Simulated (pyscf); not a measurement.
H₃C–Si:–CH₃ [singlet] + H₂ → CH₄ + H₃C–SiH: [singlet], a four-centre exchange (singlet surface; C–Si, H–H broken, C–H, H–Si formed). Single points on ωB97X-D3(BJ)/def2-SVP structures (PySCF, gas phase). Energies in kJ/mol from the separated reactants.

Small-basis levels: PySCF, no dispersion term, spherical d functions. 

### Question
Quick HF/3-21G single points give ΔE‡ = 198.6 kJ/mol and ΔE = -36.3 kJ/mol. What does ωB97M-D3(BJ)/def2-TZVP give, and how far is the quick result from it?

### Answer
ωB97M-D3(BJ)/def2-TZVP gives ΔE‡ = 75.4 kJ/mol and ΔE = -24.1 kJ/mol. HF/3-21G lies 123.2 kJ/mol over it in the barrier and 12.2 kJ/mol under it in the reaction energy, so on this step it does not hold to within 12.6 kJ/mol. ωB97M-D3(BJ)/def2-TZVP has limits of its own. At the saddle there is also a short H–Si contact that neither side keeps. H₃C–Si:–CH₃ [singlet] lies 30.9 kJ/mol over its isomer H₂C=CH–SiH₃ (electronic energy, ωB97M-D3(BJ)/def2-TZVP). This is the saddle that the search found; another between the same sides may lie lower.
